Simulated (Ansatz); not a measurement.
Breaking a bond in BH (SMILES [BH])

BH: 2 atoms, total charge 0, spin state singlet. SMILES: `[BH]`. The bond length is the measured one.

```xyz
2

B     0.0000    0.0000    0.0000
H     0.0000    0.0000    1.2324
```

The B1–H2 distance is scanned; the parts on either side stay rigid. Basis def2-TZVP, 1 core orbital frozen in the correlated methods; program Ansatz 0.2.0. FCI is exact within this basis and core. Energies in eV from each method's value at 1.232 Å; methods without a U are spin-restricted. The shape above is that at 1.232 Å.

| distance (Å) | HF | SVWN5 | revPBE | r2SCAN | BHLYP | r2SCAN0 | MP2 | FCI |
| --- | --- | --- | --- | --- | --- | --- | --- | --- |
| 1.232 | 0.00 | 0.00 | 0.00 | 0.00 | 0.00 | 0.00 | 0.00 | 0.00 |
| 1.540 | 0.66 | 0.43 | 0.44 | 0.50 | 0.63 | 0.55 | 0.61 | 0.54 |
| 1.849 | 1.72 | 1.26 | 1.27 | 1.38 | 1.63 | 1.49 | 1.62 | 1.43 |
| 2.465 | 3.62 | 2.75 | 2.73 | 2.93 | 3.38 | 3.16 | 3.38 | 2.78 |
| 3.081 | 4.98 | 3.73 | 3.67 | 3.94 | 4.59 | 4.30 | 4.53 | 3.36 |

Departure from the FCI curve at its largest: HF +1.62 eV at 3.08 Å; SVWN5 +0.37 eV at 3.08 Å; revPBE +0.31 eV at 3.08 Å; r2SCAN +0.58 eV at 3.08 Å; BHLYP +1.23 eV at 3.08 Å; r2SCAN0 +0.94 eV at 3.08 Å; MP2 +1.17 eV at 3.08 Å. Restricted functionals keep the electrons paired too, and rise too high. Restricted Hartree–Fock keeps the electrons paired, so it rises far too high as the bond breaks.
